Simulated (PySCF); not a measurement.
Some computed properties have been withheld. Give your best values.

Compound: C2H8N (charge +1).
Geometry (GFN2-xTB, Å), atoms numbered from 1 in this order:
```
atom  x, y, z in Å
C1     1.131    0.478   -0.251
C2     0.123   -0.619    0.020
N3    -1.235   -0.017    0.232
H4     2.111    0.037   -0.405
H5     0.877    1.037   -1.148
H6     1.207    1.164    0.589
H7     0.392   -1.180    0.916
H8     0.063   -1.309   -0.823
H9    -1.944   -0.738    0.419
H10   -1.206    0.635    1.028
H11   -1.514    0.515   -0.604
```

| property | level | value |
| --- | --- | --- |
| point group of the GFN2-xTB geometry | GFN2-xTB | ? |
| rotational constants A, B, C of the GFN2-xTB geometry | GFN2-xTB | ? |
| HOMO energy | PBE0/def2-SVPD | ? |
| LUMO energy | PBE0/def2-SVPD | -5.02 eV |
| lowest singlet excitation | TDDFT PBE0/def2-SVPD | 9.04 eV (137 nm, f = 0.001) |
| strongest line among the 6 lowest singlet transitions | TDDFT PBE0/def2-SVPD | ? |
| lowest triplet excitation (Tamm–Dancoff) | TDA PBE0/def2-SVPD | ? |
| static isotropic polarisability | PBE0/def2-SVPD | 31.4 au |
| electronic spatial extent ⟨r²⟩ about the centre of nuclear charge | PBE0/def2-SVPD | 205 bohr² |
| 13C chemical shifts (computed TMS as zero) by class | GIAO PBE0/pcSseg-1 | 45.3 (C2), 15.6 (C1) ppm |
| 1H chemical shifts (computed TMS as zero) by class | GIAO PBE0/pcSseg-1 | ? |
| isotropic shieldings of nuclei other than C and H, by class | GIAO PBE0/pcSseg-1 | 204 (N3) ppm |

Gas-phase values; electronic properties from PySCF, density fitting. Isolated species at its GFN2-xTB geometry, gas phase. NMR classes are plain means over equivalent atoms (diastereotopic ones count apart unless rotation or inversion swaps them), as if these changed places fast; in this geometry the members of some classes differ.

Q: Give the point group of the GFN2-xTB geometry.

A: Cs.

Q: What are the 1H chemical shifts (computed TMS as zero) by class?

A: 4.98 (H9/H10/H11), 3.81 (H7/H8), 1.92 (H4/H5/H6) ppm.

Q: The HOMO energy?

A: -15.32 eV.

Q: What is the lowest triplet excitation (Tamm–Dancoff)?

A: 8.89 eV.

Q: Give the rotational constants A, B, C of the GFN2-xTB geometry.

A: 29.415, 8.534, 7.513 GHz.

Q: The strongest line among the 6 lowest singlet transitions?

A: S5 at 10.79 eV (115 nm, f = 0.053).

With B = h/(8π²I), that is 505.379 GHz u Å² over I, the principal moments of inertia are 17.2, 59.2 and 67.3 u Å² (most abundant isotopes); the inertial defect Ic − Ia − Ib is -9.1 u Å² (zero for a rigid planar frame, negative otherwise). The principal polarisabilities are 28.8, 30.5 and 34.9 au; their mean is the isotropic value. The largest Löwdin shares of the HOMO are 0.33 on C1, 0.20 on C2, 0.14 on H6 and 0.14 on H5. The vertical singlet–triplet gap S1 − T1 is 0.15 eV (TDDFT singlet less Tamm–Dancoff triplet; S1: HOMO→LUMO, weight 0.99; T1: HOMO→LUMO, weight 0.96).

For the TDDFT job (PBE0/def2-SVPD), hardware: one thread of an Arm Neoverse N1, no GPU, shared host. Cost: 10 s.
